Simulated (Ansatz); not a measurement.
# C2H4FNO: basis-set convergence

How large a basis does C2H4FNO need? Two functionals are run in growing sets.

Computed with Ansatz 0.2.0, Gaussian basis. Level: one geometry, several basis sets.

Levels to be run: PBE0-D4/def2-SVP; ωB97M-V/def2-SVP; PBE0-D4/def2-QZVPP; ωB97M-V/def2-QZVPP; the functionals' def2-TZVPP values are taken from earlier runs.

## 1. Structure used throughout

An earlier PBE0-D4 in a triple-zeta def2 set relaxation fixed the geometry.

9 atoms, charge 0, spin multiplicity 1.

Atoms are counted from 1 here; the program's logs count them from 0.

Bond lengths: N1–C2 1.389 Å, N1–H6 1.010 Å, N1–H7 1.013 Å, C2–O3 1.357 Å, C2–C4 1.329 Å, O3–H8 0.965 Å, C4–F5 1.353 Å, C4–H9 1.079 Å. Angles: C2–N1–H6 112.4°, C2–N1–H7 112.7°, H6–N1–H7 110.6°, N1–C2–O3 114.9°, N1–C2–C4 125.4°, O3–C2–C4 119.7°, C2–O3–H8 107.3°, C2–C4–F5 119.6°, C2–C4–H9 125.2°, F5–C4–H9 115.1°.

## 2. PBE0-D4 in def2-SVP

in.yaml reads:

```yaml
crystal:
  periodic: [false, false, false]
  atoms:
    - {symbol: N, position_ang: [1.200810, -0.011307, 0.338641]}
    - {symbol: C, position_ang: [-0.055151, -0.074647, -0.251549]}
    - {symbol: O, position_ang: [-0.051056, -0.407638, -1.567489]}
    - {symbol: C, position_ang: [-1.210228, 0.134123, 0.371665]}
    - {symbol: F, position_ang: [-1.210352, 0.609512, 1.638067]}
    - {symbol: H, position_ang: [1.151668, 0.195890, 1.326039]}
    - {symbol: H, position_ang: [1.821690, 0.636028, -0.131077]}
    - {symbol: H, position_ang: [0.627611, -1.081845, -1.691419]}
    - {symbol: H, position_ang: [-2.186494, -0.046315, -0.049878]}
basis:
  gaussian: {orbitals: def2-SVP}
hamiltonian: {xc: pbe0, dispersion: d4}
output: {orbitals: {seedname: orbitals}}
```

Started as:

```console
> ansatz run in.yaml --threads 2 --pin off --events-out ev --progress --plain --max-ram 4352MiB
```

Output:

```text
Functional definition: PBE0
  name "PBE0"
  cite "Adamo & Barone, J. Chem. Phys. 110, 6158 (1999) doi:10.1063/1.478522"
  cite "Perdew, Burke & Ernzerhof, Phys. Rev. Lett. 77, 3865 (1996) doi:10.1103/PhysRevLett.77.3865"
  parent pbe
  parameter a = 0.25
  parameter kappa = 0.804
  parameter beta = 0.06672455060314922
  exchange = (1 - a)*pbe_x(kappa = kappa, mu = beta*pi^2/3) + a*exact_x
  correlation = pbe_c(beta = beta)
1011 factors; their error is unknown
mean field evaluation 1: about -8372.0495 eV, gradient 5.0e1 eV
mean field evaluation 2: about -8371.3166 eV, gradient 5.4e1 eV
mean field evaluation 4: about -8376.8464 eV, gradient 2.3e0 eV
mean field evaluation 8: about -8376.8586 eV, gradient 4.4e-2 eV
mean field evaluation 16: about -8376.8533 eV, gradient 1.6e-5 eV
mean field -8376.85326640 eV, -307.8436795052 hartree, gradient 1.6e-5 eV, S^2 0.000000; 0 other end points of the search recorded, 0 dependent functions left out
reference -8376.85328633 eV, -307.8436802376 hartree; 20, 20 occupied and 70, 70 virtual orbitals, 1011 factors
Total energy: -8376.96900450 eV, -307.8479328020 hartree
```

It took 1.3 s on 2 threads of Arm Neoverse V1, shared host.

## 3. ωB97M-V in def2-SVP

in.yaml, as its differences from that of step 2:

```diff
@@ -14,3 +14,3 @@
   gaussian: {orbitals: def2-SVP}
-hamiltonian: {xc: pbe0, dispersion: d4}
+hamiltonian: {xc: {name: wB97M-V}}
 output: {orbitals: {seedname: orbitals}}
```

Launched as before.

Output (excerpt; [...] marks lines left out):

```text
Functional definition: wB97M-V
  name "wB97M-V"
  cite "Mardirossian & Head-Gordon, J. Chem. Phys. 144, 214110 (2016) doi:10.1063/1.4952647"
  cite "Becke, J. Chem. Phys. 107, 8554 (1997) doi:10.1063/1.475007"
  cite "Vydrov & Van Voorhis, J. Chem. Phys. 133, 244103 (2010) doi:10.1063/1.3521275"
  # Of w^i u^j: cxij and so on, Table III.
[...]
  gx(w, u) = 1 - cx + cx01*u + cx10*w
  gss(w, u) = css00 + css04*u^4 + css10*w + css20*w^2 + css43*w^4*u^3
  gos(w, u) = cos00 + cos10*w + (cos20 + cos21*u)*w^2 + (cos60 + cos61*u)*w^6
[...]
      + integral(e_c_pw_mod_opposite_spin*gos(b97_w_opposite, b97_u_opposite)) + vv10(b, c)
1011 factors; their error is unknown
214 factors; integrals over basis functions are off by at most 8.7e-6 eV
[...]
mean field -8382.87386685 eV, -308.0649324907 hartree, gradient 3.1e-5 eV, S^2 0.000000; 0 other end points of the search recorded, 0 dependent functions left out
reference -8382.87389873 eV, -308.0649336623 hartree; 20, 20 occupied and 70, 70 virtual orbitals, 1011 factors
Total energy: -8382.87389873 eV, -308.0649336623 hartree
```

It took 5.5 s on 2 threads of Arm Neoverse V1, shared host.

## 4. PBE0-D4 in def2-QZVPP

in.yaml, as its differences from that of step 3:

```diff
@@ -13,4 +13,4 @@
 basis:
-  gaussian: {orbitals: def2-SVP}
-hamiltonian: {xc: {name: wB97M-V}}
+  gaussian: {orbitals: "def2-QZVPP.json"}
+hamiltonian: {xc: pbe0, dispersion: d4}
 output: {orbitals: {seedname: orbitals}}
```

The command is unchanged.

Output:

```text
Functional definition: PBE0
  name "PBE0"
  cite "Adamo & Barone, J. Chem. Phys. 110, 6158 (1999) doi:10.1063/1.478522"
  cite "Perdew, Burke & Ernzerhof, Phys. Rev. Lett. 77, 3865 (1996) doi:10.1103/PhysRevLett.77.3865"
  parent pbe
  parameter a = 0.25
  parameter kappa = 0.804
  parameter beta = 0.06672455060314922
  exchange = (1 - a)*pbe_x(kappa = kappa, mu = beta*pi^2/3) + a*exact_x
  correlation = pbe_c(beta = beta)
1134 factors; their error is unknown
mean field evaluation 1: about -8380.1777 eV, gradient 6.3e1 eV
mean field evaluation 2: about -8376.7080 eV, gradient 7.5e1 eV
mean field evaluation 4: about -8387.2301 eV, gradient 4.6e0 eV
mean field evaluation 8: about -8387.2789 eV, gradient 3.7e-1 eV
mean field evaluation 16: about -8387.2790 eV, gradient 5.0e-5 eV
mean field -8387.27898268 eV, -308.2268175115 hartree, gradient 5.0e-5 eV, S^2 0.000000; 0 other end points of the search recorded, 0 dependent functions left out
reference -8387.27901265 eV, -308.2268186128 hartree; 20, 20 occupied and 385, 385 virtual orbitals, 1134 factors
Total energy: -8387.39473082 eV, -308.2310711773 hartree
```

It took 9 s on 2 threads of Arm Neoverse V1, shared host; peak memory 1 GiB.

## 5. ωB97M-V in def2-QZVPP

in.yaml, as its differences from that of step 4:

```diff
@@ -14,3 +14,3 @@
   gaussian: {orbitals: "def2-QZVPP.json"}
-hamiltonian: {xc: pbe0, dispersion: d4}
+hamiltonian: {xc: {name: wB97M-V}}
 output: {orbitals: {seedname: orbitals}}
```

Same command.

Output (excerpt; [...] marks lines left out):

```text
Functional definition: wB97M-V
  name "wB97M-V"
  cite "Mardirossian & Head-Gordon, J. Chem. Phys. 144, 214110 (2016) doi:10.1063/1.4952647"
  cite "Becke, J. Chem. Phys. 107, 8554 (1997) doi:10.1063/1.475007"
  cite "Vydrov & Van Voorhis, J. Chem. Phys. 133, 244103 (2010) doi:10.1063/1.3521275"
  # Of w^i u^j: cxij and so on, Table III.
[...]
  gx(w, u) = 1 - cx + cx01*u + cx10*w
  gss(w, u) = css00 + css04*u^4 + css10*w + css20*w^2 + css43*w^4*u^3
  gos(w, u) = cos00 + cos10*w + (cos20 + cos21*u)*w^2 + (cos60 + cos61*u)*w^6
[...]
      + integral(e_c_pw_mod_opposite_spin*gos(b97_w_opposite, b97_u_opposite)) + vv10(b, c)
1134 factors; their error is unknown
287 factors; integrals over basis functions are off by at most 1.1e-5 eV
[...]
mean field -8393.56711194 eV, -308.4579019995 hartree, gradient 2.6e-5 eV, S^2 0.000000; 0 other end points of the search recorded, 0 dependent functions left out
reference -8393.56715997 eV, -308.4579037648 hartree; 20, 20 occupied and 385, 385 virtual orbitals, 1134 factors
Total energy: -8393.56715997 eV, -308.4579037648 hartree
```

It took 23 s on 2 threads of Arm Neoverse V1, shared host; peak memory 1.2 GiB.

## 6. Density functionals: the series

The def2-TZVPP values come from earlier runs at the same geometry.

| functional | basis | functions | energy (eV) | from the largest (eV) | HOMO (eV) | LUMO (eV) |
| --- | --- | --- | --- | --- | --- | --- |
| PBE0-D4 | def2-SVP | 90 | -8376.9690 | 10.426 | -5.89 | 1.55 |
| PBE0-D4 | def2-TZVPP | 211 | -8386.9296 | 0.465 | -6.11 | 0.88 |
| PBE0-D4 | def2-QZVPP | 405 | -8387.3947 | 0.000 | -6.17 | 0.41 |
| ωB97M-V | def2-SVP | 90 | -8382.8739 | 10.693 | -8.12 | 3.34 |
| ωB97M-V | def2-TZVPP | 211 | -8393.1229 | 0.444 | -8.35 | 2.28 |
| ωB97M-V | def2-QZVPP | 405 | -8393.5672 | 0.000 | -8.42 | 1.56 |

## 7. Outcome

| quantity | value |
| --- | --- |
| PBE0-D4: double and triple zeta above quadruple | 10.43, 0.47 eV |
| ωB97M-V: double and triple zeta above quadruple | 10.69, 0.44 eV |

In words: PBE0-D4 gains 9.96 eV from double to triple zeta, then 0.47 eV more. Total energies overstate the basis error of differences, where much of it tends to cancel. The LUMO of ωB97M-V is positive and keeps falling with the basis (3.34 to 1.56 eV): an unbound level that the basis holds in place.

For PBE0-D4 the largest set took about 7 times as long as the smallest (9 s against 1.3 s).
